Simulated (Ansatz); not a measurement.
Rock-salt HfC: LDA at its full settings (plane-wave cutoff 520 eV, 20×20×20 k mesh, Fermi–Dirac smearing 0.05 eV, scalar-relativistic PAW data made under PBE) and at cheaper ones, in a cell of 2 atoms with Γ-centred meshes.

| level and setting | equilibrium lattice constant a (Å) | bulk modulus B0 (GPa) |
|---|---|---|
| LDA (Ansatz) | 4.573 | 261 |
| LDA (Γ point alone) (Ansatz) | 5.295 | 88.3 |
| LDA (2×2×2 k mesh) (Ansatz) | 4.625 | 265 |
| LDA (4×4×4 k mesh) (Ansatz) | (withheld) | (withheld) |

### Question
Some entries are withheld; supply them.

### Answer

- LDA (4×4×4 k mesh) (Ansatz, a program for electronic structure), equilibrium lattice constant a (Å): 4.564
- LDA (4×4×4 k mesh) (Ansatz), bulk modulus B0 (GPa): 264

Largest shifts from the full settings: lattice constant a +15.8 % (LDA (Γ point alone)), against a difference of -1.40 % of the full result from the reference 4.638 Å (measured, temperature not stated, no zero-point or thermal correction; as tabulated in Zhang et al. (2018), doi:10.1088/1367-2630/aac7f0); bulk modulus -66 % (LDA (Γ point alone)), against a difference of +7.9 % of the full result from the reference 242 GPa (measured, room temperature, not corrected to a static lattice, sources range from 242 to 286; as tabulated in Synthesis of Binary Transition Metal Nitrides, Carbides and Borides from the …).

Ansatz's density-functional and Hartree–Fock values are scalar-relativistic unless marked +SOC, with PAW data made under PBE.

Run with cheap settings on purpose, which may leave them unconverged: LDA (2×2×2 k mesh), LDA (4×4×4 k mesh), LDA (Γ point alone).
